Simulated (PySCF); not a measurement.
## How the method changes the constants of CCl⁻

State: ³Σ⁻ (triplet), unpaired electrons π ↑↑. Set-up: basis C aug-pcseg-1, Cl aug-pcseg-1; no relativity; PySCF 2.14. De refers to C + Cl⁻ in their high-spin ground configurations, without counterpoise correction. The functionals are run spin-unrestricted. A positive dipole points towards Cl; it is taken about the centre of mass and depends on that origin.

```json
{"Level": "UHF", "Re (Å)": "2.056", "ωe (cm⁻¹)": "296", "De (eV)": "n/a", "μ (D)": "2.19"}
{"Level": "UHF-MP2", "Re (Å)": "1.916", "ωe (cm⁻¹)": "458", "De (eV)": "1.36", "μ (D)": "n/a"}
{"Level": "UHF-SCS-MP2", "Re (Å)": "1.938", "ωe (cm⁻¹)": "430", "De (eV)": "1.21", "μ (D)": "n/a"}
{"Level": "UHF-CCSD", "Re (Å)": "1.951", "ωe (cm⁻¹)": "413", "De (eV)": "n/a", "μ (D)": "n/a"}
{"Level": "UHF-CCSD(T)", "Re (Å)": "1.954", "ωe (cm⁻¹)": "415", "De (eV)": "1.34", "μ (D)": "n/a"}
{"Level": "PBE", "Re (Å)": "1.889", "ωe (cm⁻¹)": "498", "De (eV)": "2.18", "μ (D)": "3.90"}
{"Level": "PBEsol", "Re (Å)": "1.866", "ωe (cm⁻¹)": "527", "De (eV)": "2.40", "μ (D)": "4.01"}
{"Level": "BLYP", "Re (Å)": "1.942", "ωe (cm⁻¹)": "441", "De (eV)": "1.85", "μ (D)": "3.69"}
{"Level": "r²SCAN", "Re (Å)": "1.907", "ωe (cm⁻¹)": "475", "De (eV)": "1.99", "μ (D)": "3.63"}
{"Level": "PBE0", "Re (Å)": "1.881", "ωe (cm⁻¹)": "503", "De (eV)": "1.93", "μ (D)": "3.68"}
{"Level": "r²SCAN0", "Re (Å)": "1.898", "ωe (cm⁻¹)": "481", "De (eV)": "1.80", "μ (D)": "3.49"}
{"Level": "LC-ωPBE", "Re (Å)": "1.858", "ωe (cm⁻¹)": "532", "De (eV)": "1.77", "μ (D)": "3.78"}
```

**Question.** Which functional lies closest to UHF-CCSD(T) in De, which farthest, and by how much do they differ from it?

**Answer.** Closest is LC-ωPBE (-9.6 pm in Re, +28.2 % in ωe, +0.43 eV in De against UHF-CCSD(T) in the same basis), farthest PBEsol (-8.8 pm in Re, +27.0 % in ωe, +1.06 eV in De). CCSD(T) converges more slowly with the basis than the functionals do and binds too weakly in this one, so the order can change at the basis-set limit.

**Question.** What does a quarter of exact exchange do here, going from PBE to PBE0?

**Answer.** PBE0 less PBE: -0.8 pm in Re, +1.0 % in ωe, -0.25 eV in De. Exact exchange removes part of the self-interaction that spreads semilocal densities, and in most molecules shortens and stiffens the bond and lowers De; so it does here.

**Question.** What does a quarter of exact exchange do here, going from r²SCAN to r²SCAN0?

**Answer.** r²SCAN0 less r²SCAN: -0.9 pm in Re, +1.3 % in ωe, -0.19 eV in De. Exact exchange removes part of the self-interaction that spreads semilocal densities, and in most molecules shortens and stiffens the bond and lowers De; so it does here.

Correlated steps freeze 6 core orbitals. Correlated levels converge slowly with the basis: in double zeta they bind strong bonds too weakly, by up to about 1 eV, and carry superposition errors of some tenths. For an ion De counts to the pair picked by the measured ionisation energies or electron affinities, which need not be the lowest pair at this level. The highest Kohn–Sham level is positive in this anion. Much of that is self-interaction error, but it also means that the finite basis helps to hold the extra electron. The state is the lowest determinant that a PBE0 search found; another state may lie lower at other levels.
